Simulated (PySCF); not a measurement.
Computed properties of CH3, SMILES [CH3]

CH₃, SMILES [CH3] (connectivity only; charge and spin as stated), charge +1, multiplicity 1. Coordinates come from a B3LYP-D3(BJ)/def2-TZVPD optimisation. The spin state was assumed, not searched. The isomer is the one that the SMILES or the coordinates give; other isomers of the formula were not compared. Other conformers were not sampled. All values are computed for the isolated molecule unless a solvent is named; none is compared with measurement here.

**Structure.** The optimised structure has D3h symmetry. All 6 harmonic modes at B3LYP-D3(BJ)/def2-TZVPD (PySCF) are real, so it is a minimum.

**Vibrations.** The strongest infrared lines (harmonic, unscaled, degenerate partners summed) lie at 3215 cm⁻¹ (138 km/mol, H 89 %, C 11 %), 1410 cm⁻¹ (36 km/mol, H 91 %, C 9 %), 1423 cm⁻¹ (9 km/mol, H 80 %, C 20 %). The softest mode is at 1410 cm⁻¹ and the zero-point energy is 19.6 kcal/mol.

**Electronic structure.** B3LYP/def2-TZVPD (PySCF) places the frontier levels at -21.43 and -13.26 eV, a gap of 8.17 eV and a mean polarisability of 8.9 bohr³. PBE/def2-TZVPD (PySCF) at the same geometry gives -19.99 and -14.49 eV, so its gap is 2.67 eV narrower. An orbital gap is neither the optical nor the fundamental gap.

**Excitations.** TDDFT-ωB97X/def2-TZVPD (PySCF) has S1 at 6.09 eV (204 nm, f = 0.000, dark); the most intense of the 10 singlets computed lies at 17.08 eV (f = 0.50). Strengths of degenerate partners are summed. T1 (TDA) is at 5.07 eV. TDDFT-PBE/def2-TZVPD (PySCF) puts S1 at 5.81 eV. No vertical singlet excitation falls in the visible range (under 3.1 eV).

**NMR.** GIAO shifts at KT2/pcSseg-2 (PySCF) (non-relativistic, atoms alike by connectivity averaged): ¹³C at 389.7 ppm against TMS; ¹H at 15.1 ppm against TMS.

**Solvation.** SMD-PBE0/6-31G* (PySCF) gives -82.4 kcal/mol in water, -80.3 kcal/mol in 2-propanol, -75.8 kcal/mol in dichloromethane (1 M in both phases, gas-phase geometry); of these solvents water holds the molecule best.
